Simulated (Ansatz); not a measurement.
Relaxation of C2H2FNO (7 atoms, charge 0, multiplicity 1), to a largest force component of 0.02 eV/Å in at most 50 steps.

Computed with Ansatz, UKS PBE/def2-SVP.

```xyz
7
Properties=species:S:1:pos:R:3
N -0.898 0.851 1.486
C -0.300 0.507 0.575
C 0.384 0.074 -0.431
O 0.272 -1.199 -0.856
F 1.350 0.831 -1.034
H -0.904 1.403 0.430
H 0.853 -1.321 -1.582
```

Where does it end, and by what steps?

The run converged. After 17 steps the energy has fallen by 3.861 eV; H6 moved furthest, 0.98 Å. The start is strongly strained (largest force component 10 eV/Å), so its close contacts needn't be bonds. Parted: C2–H6 (1.09 → 1.91 Å).

```csv
step,energy less start (eV),largest force component (eV/Å),accepted
0,0.0000,9.935,yes
1,-1.3964,2.589,yes
2,-1.7931,3.541,yes
3,-2.3742,5.350,yes
4,-3.0438,4.431,yes
5,-3.3362,2.253,yes
6,-3.6607,1.677,yes
7,-3.7111,1.142,yes
8,-3.7414,2.303,yes
9,-3.8326,0.944,yes
10,-3.8529,0.238,yes
11,-3.8484,0.360,no
12,-3.8590,0.157,yes
13,-3.8603,0.089,yes
14,-3.8608,0.155,yes
15,-3.8612,0.094,yes
16,-3.8613,0.073,yes
17,-3.8614,0.017,yes
```

```xyz
7
Properties=species:S:1:pos:R:3
N -0.908 1.016 1.271
C -0.206 0.576 0.342
C 0.695 -0.024 -0.436
O 0.619 -1.314 -0.828
F 1.767 0.667 -0.902
H -1.727 1.569 0.946
H 0.516 -1.343 -1.803
```

The run took 23 s on 2 threads of Intel(R) Xeon(R) Platinum 8488C (Sapphire Rapids), with other jobs on the host, peak memory 0.18 GiB.
